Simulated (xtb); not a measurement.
dimethylamine (C₂H₇N), SMILES CNC. All values are semi-empirical tight-binding results from xtb (GFN2-xTB unless named), good for trends rather than for accurate numbers. Geometry: GFN2-xTB.

Optimised geometry:

Bond lengths (Å): C1–N2 1.448, C1–H4 1.102, C1–H5 1.090, C1–H6 1.088, N2–C3 1.448, N2–H7 1.016, C3–H8 1.102, C3–H9 1.088, C3–H10 1.090. Bond angles (°): N2–C1–H4 113.5, N2–C1–H5 108.5, N2–C1–H6 109.1, H4–C1–H5 108.2, H4–C1–H6 108.8, H5–C1–H6 108.6, C1–N2–C3 112.6, C1–N2–H7 109.5, C3–N2–H7 109.5, N2–C3–H8 113.5, N2–C3–H9 109.1, N2–C3–H10 108.5, H8–C3–H9 108.8, H8–C3–H10 108.2, H9–C3–H10 108.6.
Charge 0, spin multiplicity 1.

```json
{
 "point_group_as_xtb_finds_it": "Cs",
 "orbital_gap": "11.21 eV",
 "dipole_moment": "1.18 D",
 "zero_point_energy": "56.7 kcal/mol",
 "G − E(el) at 298.15 K (modified RRHO)": "40.7 kcal/mol",
 "static polarisability (D4 model)": "37.9 bohr³",
 "solvation energy, GFN2-xTB/ALPB(water)": "-1.5 kcal/mol",
 "solvation energy, GFN2-xTB/ALPB(chcl3)": "-2.9 kcal/mol"
}
```

Computed IR lines (harmonic; lines under 4 % of the strongest left out, lines within 3 cm⁻¹ merged):
ν (cm⁻¹): 823 (s), 972 (w), 1015 (w), 1173 (w), 1177 (w), 1421 (w), 2842 (w), 2851 (vs), 3003 (m), 3023 (m), 3351 (w) (against the strongest line: vs over 80 %, s over 45 %, m over 15 %, w over 4 %, vw less)

Computed atomic charges and the Wiberg bond orders between heavy atoms:
charges (e) C1 -0.03, N2 -0.25, C3 -0.03, H4 0.01, H5 0.04, H6 0.04, H7 0.13, H8 0.01, H9 0.04, H10 0.04. Bond orders C1–N2 1.03, N2–C3 1.03.
